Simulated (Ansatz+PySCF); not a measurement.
The numbers below are computed, except where a source is named.
Input for Ansatz (development build ahead of 0.2.0):

```yaml
crystal:
  periodic: [false, false, false]
  atoms:
    - { symbol: C, position_ang: [-1.12951, -0.87211, -6.0e-05] }
    - { symbol: C, position_ang: [-0.08591, 0.11936, -0.0003] }
    - { symbol: C, position_ang: [1.35885, -0.35579, -0.00013] }
    - { symbol: H, position_ang: [-2.15866, -0.53573, 0.00115] }
    - { symbol: H, position_ang: [-0.91846, -1.93532, -0.00053] }
    - { symbol: O, position_ang: [-0.36675, 1.31947, -2.0e-05] }
    - { symbol: H, position_ang: [2.02124, 0.50841, -0.01441] }
    - { symbol: H, position_ang: [1.56767, -0.95786, 0.88953] }
    - { symbol: H, position_ang: [1.56165, -0.98401, -0.87274] }
basis:
  gaussian: { orbitals: cc-pVTZ }
magnetization:
  initial_magnetization: 1
hamiltonian:
  xc: hf
correlation:
  method: mp2
  frozen_orbitals: { C: 1, H: 0, O: 1 }
output:
  forces: true
```

The input is written out in the form of the current development build from the run's settings. Correlation on restricted open-shell orbitals is semicanonical, with singles.

Output:

```
Converged                       : yes
Reference energy                : -191.40140 hartree
Correlation energy              : -0.71059 hartree
Total energy                    : -192.11199 hartree
Spin squared of the determinant : 0.750
Stability test                  : minimum among restricted orbitals
```

Forces (eV/Å):
```csv
atom,Fx,Fy,Fz
C1,-0.255,-0.275,0.002
C2,0.393,0.056,-0.002
C3,-0.058,-0.014,0.003
H4,0.163,-0.041,-0.001
H5,0.001,0.191,0.000
O6,-0.004,0.001,0.000
H7,-0.098,-0.096,0.002
H8,-0.071,0.087,-0.121
H9,-0.071,0.091,0.118
```

Caution: forces differ strongly between restricted and unrestricted references.
